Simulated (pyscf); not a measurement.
PySCF, gas phase, ωB97X-D3(BJ)/def2-SVP geometries.

Question: Estimate by transition-state theory (the high-pressure limit) the rate constant of H₂P–InH₂ → H₂P–In [singlet] + hydrogen (H₂) (singlet surface; H–In, H–In broken, H–H formed) at 1200 K, with ωB97M-D3(BJ)/def2-TZVP energies (ideal gas, 1 atm, RRHO with modes under 100 cm⁻¹ raised to 100, one conformer, R ln 2 for chiral ones without a mode under 150 cm⁻¹; no tunnelling).

Answer: The electronic barrier is 56.1 kcal/mol and the thermal terms add -1.7, so ΔG‡ = 54.4 kcal/mol. With k_BT/h = 2.50e+13 s⁻¹ and RT = 2.385 kcal/mol, k = 3.1e+03 s⁻¹; so small a molecule is far into fall-off at 1 atm, where the true rate is lower. Wigner's tunnelling factor for 1350i cm⁻¹ would be 1.11. A shift of 1 kcal/mol in the barrier changes k by a factor 1.5. This is the saddle that the search found; another between the same sides may lie lower. Elements past Kr carry the def2 core potentials, without spin-orbit coupling.
